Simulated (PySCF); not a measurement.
**What builds the first ionisation energy along the second row**

All values are computed (PySCF 2.14, energy differences of UHF-based or UKS calculations, no spin-orbit coupling). Each column adds one step, in eV (sums use unrounded values): valence MP2, valence CCSD, valence triples, then the next inner shell at CCSD(T) (Be 1s, B 1s, C 1s, N 1s, O 1s, F 1s, Ne 1s). References (NIST) marked * lie between the lowest fine-structure levels; the others compare directly ((s) semi-empirical, (t) theoretical).

```
                                                                                                      element     UHF  + MP2  + CCSD  + (T)  + inner shell     sum  reference
                  Be [He] 2s2 → [He] 2s1 (x2c-TZVPPall with one added diffuse shell of s type, spin-free X2C)   8.043  0.710   0.517  0.000          0.002   9.272      9.323
    B [He] 2s2 2p1 → [He] 2s2 (x2c-TZVPPall with one added diffuse shell each of s, p, d type, spin-free X2C)   8.040  0.220  -0.088  0.036          0.015   8.223      8.297
N [He] 2s2 2p3 → [He] 2s2 2p2 (x2c-TZVPPall with one added diffuse shell each of s, p, d type, spin-free X2C)  13.891  0.675  -0.137  0.022          0.013  14.464     14.545
O [He] 2s2 2p4 → [He] 2s2 2p3 (x2c-TZVPPall with one added diffuse shell each of s, p, d type, spin-free X2C)  12.015  1.262   0.038  0.041          0.008  13.365     13.608
F [He] 2s2 2p5 → [He] 2s2 2p4 (x2c-TZVPPall with one added diffuse shell each of s, p, d type, spin-free X2C)  15.645  1.589  -0.103  0.051          0.008  17.190     17.427
       Ne [Ne] → [He] 2s2 2p5 (x2c-TZVPPall with one added diffuse shell each of s, p, d type, spin-free X2C)  19.654  1.916  -0.267  0.059          0.007  21.371     21.597
```

Estimate the missing row, C [He] 2s2 2p2 → [He] 2s2 2p1 (x2c-TZVPPall with one added diffuse shell each of s, p, d type, spin-free X2C).

The calculation gives UHF 10.798; + MP2 0.443; + CCSD -0.094; + (T) 0.026; + inner shell 0.014; sum 11.187. The reference value is 11.262.

What remains against the references is mostly basis incompleteness.

These are valence bases, so the inner-shell step is incomplete.
